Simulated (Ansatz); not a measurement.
Mulliken charges of FHMg (`[F][MgH]`) from PBE/def2-TZVPP in Ansatz (PBE0-D4/def2-TZVP geometry).

| atom | x (Å) | y (Å) | z (Å) | charge (e) |
| --- | --- | --- | --- | --- |
| F1 | -1.379 | 0.792 | -0.675 | -0.531 |
| Mg2 | 0.014 | -0.032 | 0.004 | 0.690 |
| H3 | 1.353 | -0.825 | 0.657 | -0.159 |

Q: By hand: the dipole of these point charges (1 e Å = 4.8032 D).

A: Σ q r = (0.527, -0.311, 0.257) e Å, of length 0.664 e Å = 3.19 D.

Q: How does the dipole of the full density compare? (Estimate.)

A: Ansatz gave: (0.237, -0.140, 0.116) e Å, 1.43 D; the point charges give 2.23 times that, at 0° from its direction.

Point charges leave out the atoms' own dipoles, such as those of lone pairs, and Mulliken's split depends on the basis, so the two needn't agree.
